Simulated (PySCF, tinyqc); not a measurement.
Inside a calculation. Method: FCI on RHF in the sto-6g basis, frozen core, for HF, spin multiplicity 1. The lowest restricted solution is unstable here: a spin-polarised one lies 0.0005 hartree lower (PySCF). Computed by tinyqc, a small Python program that keeps every step (integrals from PySCF). Settings: charge = 0, multiplicity = 1, basis = sto-6g, method = RHF, frozen orbitals = 1, energy threshold = 1e-10, iteration cap = 79, orthogonalisation = symmetric, start = Wolfsberg-Helmholz matrix, DIIS depth = 6, ci = FCI. Command: `OMP_NUM_THREADS=1 python tinyqc.py 25170 25171 out.jsonl` (the two numbers bound the seeds that draw the settings). One thread of a shared host (Intel(R) Xeon(R) Processor @ 2.60GHz), about 0.2 s of CPU time with the checks. The early iterations of the SCF are left out here.

## One-electron integrals

Geometry (angstrom):
```
atom        x        y        z
F     0.00000  0.00000  0.00000
H     0.00000  0.00000  1.22000
```

Basis sto-6g: exponents (1/bohr^2) and contraction coefficients of normalised primitives:
```
element  l (shell)    exponent  coefficient
F            s (1)  1728.62657      0.00916
F            s (1)   316.94179      0.04936
F            s (1)    88.66889      0.16854
F            s (1)    30.46016      0.37056
F            s (1)    11.82857      0.41649
F            s (1)     4.87166      0.13033
F            s (2)    67.03228     -0.01325
F            s (2)    13.26744     -0.04699
F            s (2)     4.12351     -0.03379
F            s (2)     1.58646      0.25024
F            s (2)     0.68900      0.59512
F            s (2)     0.31582      0.24071
F            p (3)    67.03228      0.00376
F            p (3)    13.26744      0.03768
F            p (3)     4.12351      0.17390
F            p (3)     1.58646      0.41804
F            p (3)     0.68900      0.42586
F            p (3)     0.31582      0.10171
H            s (1)    35.52322      0.00916
H            s (1)     6.51314      0.04936
H            s (1)     1.82214      0.16854
H            s (1)     0.62596      0.37056
H            s (1)     0.24308      0.41649
H            s (1)     0.10011      0.13033
```

Overlap, kinetic and nuclear-attraction integrals over the contracted functions; the nuclear repulsion is the sum of Za Zb / Rab.

nuclear repulsion = 3.9037663 hartree

overlap S:
```
          1F 1s    1F 2s   1F 2px   1F 2py   1F 2pz    2H 1s
1F 1s   1.00000  0.23248  0.00000  0.00000  0.00000  0.02512
1F 2s   0.23248  1.00000  0.00000  0.00000  0.00000  0.27723
1F 2px  0.00000  0.00000  1.00000  0.00000  0.00000  0.00000
1F 2py  0.00000  0.00000  0.00000  1.00000  0.00000  0.00000
1F 2pz  0.00000  0.00000  0.00000  0.00000  1.00000  0.23879
2H 1s   0.02512  0.27723  0.00000  0.00000  0.23879  1.00000
```

kinetic energy T (hartree):
```
           1F 1s     1F 2s   1F 2px   1F 2py   1F 2pz     2H 1s
1F 1s   37.39773  -1.14335  0.00000  0.00000  0.00000  -0.00557
1F 2s   -1.14335   1.08230  0.00000  0.00000  0.00000   0.02001
1F 2px   0.00000   0.00000  3.25133  0.00000  0.00000   0.00000
1F 2py   0.00000   0.00000  0.00000  3.25133  0.00000   0.00000
1F 2pz   0.00000   0.00000  0.00000  0.00000  3.25133   0.09231
2H 1s   -0.00557   0.02001  0.00000  0.00000  0.09231   0.76852
```

nuclear attraction V (hartree):
```
            1F 1s      1F 2s     1F 2px     1F 2py     1F 2pz     2H 1s
1F 1s   -78.25620   -7.96655    0.00000    0.00000   -0.00900  -0.98497
1F 2s    -7.96655  -11.90881    0.00000    0.00000   -0.10582  -2.34995
1F 2px    0.00000    0.00000  -11.88987    0.00000    0.00000   0.00000
1F 2py    0.00000    0.00000    0.00000  -11.88987    0.00000   0.00000
1F 2pz   -0.00900   -0.10582    0.00000    0.00000  -11.94515  -1.75535
2H 1s    -0.98497   -2.34995    0.00000    0.00000   -1.75535  -5.09379
```

core Hamiltonian H = T + V (hartree):
```
            1F 1s      1F 2s    1F 2px    1F 2py    1F 2pz     2H 1s
1F 1s   -40.85847   -9.10990   0.00000   0.00000  -0.00900  -0.99054
1F 2s    -9.10990  -10.82651   0.00000   0.00000  -0.10582  -2.32994
1F 2px    0.00000    0.00000  -8.63855   0.00000   0.00000   0.00000
1F 2py    0.00000    0.00000   0.00000  -8.63855   0.00000   0.00000
1F 2pz   -0.00900   -0.10582   0.00000   0.00000  -8.69383  -1.66303
2H 1s    -0.99054   -2.32994   0.00000   0.00000  -1.66303  -4.32527
```

## Two-electron integrals

Functions are numbered as in S; the eight-fold symmetry (ij|kl) = (ji|kl) = (kl|ij) leaves the list below.

Two-electron integrals (ij|kl) in chemists' order, unique and non-zero (hartree):
```
(11|11) 5.40624   (21|11) 0.76813   (21|21) 0.13891   (22|11) 1.26627
(22|21) 0.28399   (22|22) 0.92637   (31|31) 0.02945   (32|31) 0.04468
(32|32) 0.20475   (33|11) 1.26627   (33|21) 0.28399   (33|22) 0.92637
(33|33) 0.99808   (41|41) 0.02945   (42|41) 0.04468   (42|42) 0.20475
(43|43) 0.05379   (44|11) 1.26627   (44|21) 0.28399   (44|22) 0.92637
(44|33) 0.89051   (44|44) 0.99808   (51|51) 0.02945   (52|51) 0.04468
(52|52) 0.20475   (53|53) 0.05379   (54|54) 0.05379   (55|11) 1.26627
(55|21) 0.28399   (55|22) 0.92637   (55|33) 0.89051   (55|44) 0.89051
(55|55) 0.99808   (61|11) 0.08826   (61|21) 0.01531   (61|22) 0.03066
(61|33) 0.03061   (61|44) 0.03061   (61|51) 0.00067   (61|52) 0.00131
(61|55) 0.03076   (61|61) 0.00172   (62|11) 0.23907   (62|21) 0.05450
(62|22) 0.20029   (62|33) 0.19741   (62|44) 0.19741   (62|51) 0.00397
(62|52) 0.03074   (62|55) 0.20606   (62|61) 0.00602   (62|62) 0.05534
(63|31) 0.00584   (63|32) 0.03416   (63|53) 0.00633   (63|63) 0.00782
(64|41) 0.00584   (64|42) 0.03416   (64|54) 0.00633   (64|64) 0.00782
(65|11) 0.17018   (65|21) 0.03931   (65|22) 0.15437   (65|33) 0.14806
(65|44) 0.14806   (65|51) 0.00827   (65|52) 0.05595   (65|55) 0.16698
(65|61) 0.00451   (65|62) 0.05235   (65|65) 0.05682   (66|11) 0.42808
(66|21) 0.09939   (66|22) 0.42105   (66|33) 0.40824   (66|44) 0.40824
(66|51) 0.00824   (66|52) 0.09073   (66|55) 0.44667   (66|61) 0.01103
(66|62) 0.15687   (66|65) 0.17166   (66|66) 0.77500
```

## Orthogonalisation

S = U s U^T; symmetric (Loewdin) form X = U s^(-1/2) U^T, so that X^T S X = 1.

eigenvalues of S: 0.59825  0.85426  1.00000  1.00000  1.12441  1.42307

X:
```
           1F 1s     1F 2s   1F 2px   1F 2py    1F 2pz     2H 1s
1F 1s    1.02155  -0.12395  0.00000  0.00000  -0.00303   0.01373
1F 2s   -0.12395   1.05464  0.00000  0.00000   0.02822  -0.15467
1F 2px   0.00000   0.00000  1.00000  0.00000   0.00000   0.00000
1F 2py   0.00000   0.00000  0.00000  1.00000   0.00000   0.00000
1F 2pz  -0.00303   0.02822  0.00000  0.00000   1.02376  -0.13068
2H 1s    0.01373  -0.15467  0.00000  0.00000  -0.13068   1.05620
```

## Iteration 7 (converged): orbitals

converged F (hartree):
```
            1F 1s     1F 2s    1F 2px    1F 2py    1F 2pz     2H 1s
1F 1s   -26.25901  -6.37167   0.00000   0.00000  -0.01508  -0.69579
1F 2s    -6.37167  -2.88906   0.00000   0.00000  -0.02748  -0.66262
1F 2px    0.00000   0.00000  -0.47190   0.00000   0.00000   0.00000
1F 2py    0.00000   0.00000   0.00000  -0.47190   0.00000   0.00000
1F 2pz   -0.01508  -0.02748   0.00000   0.00000  -0.23420  -0.43748
2H 1s    -0.69579  -0.66262   0.00000   0.00000  -0.43748  -0.30640
```

Diagonalise F' = X^T F X, C = X C', fill 5 alpha and 5 beta electrons from the bottom; D = 2 C_occ C_occ^T. Each column has its largest component positive (the first on a tie).

F' = X^T F X (hartree):
```
           1         2         3         4         5         6
1  -25.85114  -3.17096   0.00000   0.00000  -0.03019  -0.06964
2   -3.17096  -1.76670   0.00000   0.00000   0.05956  -0.32716
3    0.00000   0.00000  -0.47190   0.00000   0.00000   0.00000
4    0.00000   0.00000   0.00000  -0.47190   0.00000   0.00000
5   -0.03019   0.05956   0.00000   0.00000  -0.13224  -0.42409
6   -0.06964  -0.32716   0.00000   0.00000  -0.42409  -0.07678
```

orbital energies (hartree): MO1 -26.26213, MO2 -1.43080, MO3 -0.49881, MO4 -0.47190, MO5 -0.47190, MO6 0.36489

coefficients C:
```
             MO1       MO2       MO3      MO4       MO5       MO6
1F 1s    0.99722  -0.24474   0.04765  0.00000   0.00000   0.05019
1F 2s    0.01189   0.99583  -0.26258  0.00000   0.00000  -0.30262
1F 2px   0.00000   0.00000   0.00000  0.09987   0.99500   0.00000
1F 2py   0.00000   0.00000   0.00000  0.99500  -0.09987   0.00000
1F 2pz   0.00101   0.02733   0.68826  0.00000   0.00000  -0.76910
2H 1s   -0.00187   0.09425   0.59245  0.00000   0.00000   0.89268
```

D after iteration 7:
```
           1F 1s     1F 2s   1F 2px   1F 2py    1F 2pz     2H 1s
1F 1s    2.11323  -0.48875  0.00000  0.00000   0.05423   0.00659
1F 2s   -0.48875   2.12154  0.00000  0.00000  -0.30699  -0.12346
1F 2px   0.00000   0.00000  2.00000  0.00000   0.00000   0.00000
1F 2py   0.00000   0.00000  0.00000  2.00000   0.00000   0.00000
1F 2pz   0.05423  -0.30699  0.00000  0.00000   0.94889   0.82067
2H 1s    0.00659  -0.12346  0.00000  0.00000   0.82067   0.71977
```

Within a degenerate level the vectors are fixed only up to a rotation; this is one choice.

## Convergence

Stop when the energy changes by less than 1e-10 hartree and every element of the error matrix X^T (F D S - S D F) X is below 3e-06.

Course of the cycle:
```
iteration  E (hartree)     change  largest element of the error matrix
1          -99.1144760          -                             4.56e-01
2          -99.4390044  -3.25e-01                             7.00e-02
3          -99.4454509  -6.45e-03                             1.44e-02
4          -99.4455880  -1.37e-04                             1.09e-03
5          -99.4455895  -1.43e-06                             1.85e-05
6          -99.4455895  -2.26e-10                             1.98e-07
7          -99.4455895  -5.68e-14                             6.00e-11
```

PySCF RHF in the same basis = -99.4455895 hartree

Converged in 7 iterations.

## Integrals over molecular orbitals

(pq|rs) = sum C_ip C_jq C_kr C_ls (ij|kl), one index at a time.

one-electron integrals over orbitals h = C^T H C (hartree):
```
           1         2         3         4         5         6
1  -40.84543   0.73177  -0.13718   0.00000   0.00000  -0.15191
2    0.73177  -9.19403   0.50185   0.00000   0.00000   0.82048
3   -0.13718   0.50185  -6.89726   0.00000   0.00000   2.23688
4    0.00000   0.00000   0.00000  -8.63855   0.00000   0.00000
5    0.00000   0.00000   0.00000   0.00000  -8.63855   0.00000
6   -0.15191   0.82048   2.23688   0.00000   0.00000  -6.00184
```

Two-electron integrals over orbitals (pq|rs), unique and non-zero (hartree); the lowest 1 orbital is frozen and left out:
```
(22|22) 0.87546    (32|22) -0.04473   (32|32) 0.13695    (33|22) 0.69974
(33|32) -0.01677   (33|33) 0.68404    (42|42) 0.18932    (43|42) -0.02844
(43|43) 0.03615    (44|22) 0.89678    (44|32) -0.06645   (44|33) 0.68582
(44|44) 0.99808    (52|52) 0.18932    (53|52) -0.02844   (53|53) 0.03615
(54|54) 0.05379    (55|22) 0.89678    (55|32) -0.06645   (55|33) 0.68582
(55|44) 0.89051    (55|55) 0.99808    (62|22) -0.08921   (62|32) -0.07522
(62|33) -0.02396   (62|44) -0.08767   (62|55) -0.08767   (62|62) 0.09115
(63|22) -0.23360   (63|32) 0.08086    (63|33) -0.09670   (63|44) -0.24262
(63|55) -0.24262   (63|62) 0.03816    (63|63) 0.22786    (64|42) -0.02915
(64|43) -0.02194   (64|64) 0.02889    (65|52) -0.02915   (65|53) -0.02194
(65|65) 0.02889    (66|22) 0.64145    (66|32) 0.04806    (66|33) 0.65101
(66|44) 0.62424    (66|55) 0.62424    (66|62) -0.05492   (66|63) -0.02270
(66|66) 0.67983
```

## FCI: determinants and Hamiltonian

one-electron integrals dressed by the frozen orbital, h + 2 (pq|11) - (p1|1q) (hartree):
```
          2         3         4         5         6
2  -6.77725   0.27040   0.00000   0.00000   0.51037
3   0.27040  -5.11634   0.00000   0.00000   1.41530
4   0.00000   0.00000  -6.13693   0.00000   0.00000
5   0.00000   0.00000   0.00000  -6.13693   0.00000
6   0.51037   1.41530   0.00000   0.00000  -4.34020
```

energy of the frozen orbital, 2 h_11 + (11|11) = -76.3084959 hartree

Hartree-Fock energy = -99.4455895 hartree

Slater-Condon rules over spin orbitals, with the nuclear repulsion and the energy of the frozen orbital added and E(HF) subtracted on the diagonal. Only determinants linked to the reference directly or through others are kept (one block of an abelian symmetry group), so some states are absent.

Occupation strings over the orbitals (2 doubly, a alpha, b beta, 0 empty; spin orbitals ordered 1a 1b 2a 2b ...): 222220 22a22b 2a222b 22b22a 2b222a 222202 222022 220222 2ab222 2ba222 202222

H - E(HF) between determinants (hartree):
```
          222220    22a22b    2a222b    22b22a    2b222a    222202    222022    220222
222220   0.00000   0.00000   0.00000   0.00000   0.00000   0.02889   0.02889   0.22786
22a22b   0.00000   0.44055  -0.00989  -0.22786  -0.03816   0.02194   0.02194   0.07400
2a222b   0.00000  -0.00989   1.24538  -0.03816  -0.09115   0.02915   0.02915  -0.08086
22b22a   0.00000  -0.22786  -0.03816   0.44055  -0.00989  -0.02194  -0.02194  -0.07400
2b222a   0.00000  -0.03816  -0.09115  -0.00989   1.24538  -0.02915  -0.02915   0.08086
222202   0.02889   0.02194   0.02915  -0.02194  -0.02915   0.91231   0.05379   0.03615
222022   0.02889   0.02194   0.02915  -0.02194  -0.02915   0.05379   0.91231   0.03615
220222   0.22786   0.07400  -0.08086  -0.07400   0.08086   0.03615   0.03615   0.94296
2ab222  -0.03816   0.08086  -0.21090  -0.03097   0.07522   0.02844   0.02844   0.07472
2ba222   0.03816  -0.03097   0.07522   0.08086  -0.21090  -0.02844  -0.02844  -0.07472
202222   0.09115   0.07522   0.03429  -0.07522  -0.03429   0.18932   0.18932   0.13695

          2ab222    2ba222    202222
222220  -0.03816   0.03816   0.09115
22a22b   0.08086  -0.03097   0.07522
2a222b  -0.21090   0.07522   0.03429
22b22a  -0.03097   0.08086  -0.07522
2b222a   0.07522  -0.21090  -0.03429
222202   0.02844  -0.02844   0.18932
222022   0.02844  -0.02844   0.18932
220222   0.07472  -0.07472   0.13695
2ab222   1.77304  -0.13695   0.10268
2ba222  -0.13695   1.77304  -0.10268
202222   0.10268  -0.10268   2.76315
```

## FCI: roots

Diagonalise (each vector has its largest component positive (the first on a tie)); all determinants have Ms = 0, so triplets appear too. The lowest singlet root is the correlation energy.

lowest roots of this matrix, relative to E(HF) (hartree): -0.05799  0.20893  0.62443  0.85852  0.88773  1.00580  1.11991  1.24419

lowest vectors:
```
          root 1    root 2    root 3    root 4
222220   0.97237   0.00000  -0.08768   0.00000
22a22b   0.02237   0.70602   0.67427   0.00000
2a222b  -0.00679   0.03280  -0.07752   0.00000
22b22a  -0.02237   0.70602  -0.67427   0.00000
2b222a   0.00679   0.03280   0.07752   0.00000
222202  -0.01763   0.00000  -0.02058   0.70711
222022  -0.01763   0.00000  -0.02058  -0.70711
220222  -0.22560   0.00000  -0.24953   0.00000
2ab222   0.02677  -0.02157  -0.06185   0.00000
2ba222  -0.02677  -0.02157   0.06185   0.00000
202222  -0.02107   0.00000  -0.01565   0.00000
```

<S^2> of these roots: 0.00000  2.00000  0.00000  0.00000  0.00000  0.00000  2.00000  0.00000

weight of the ground state by excitation level 0, 1, 2, ...: 0.94551  0.00109  0.05339
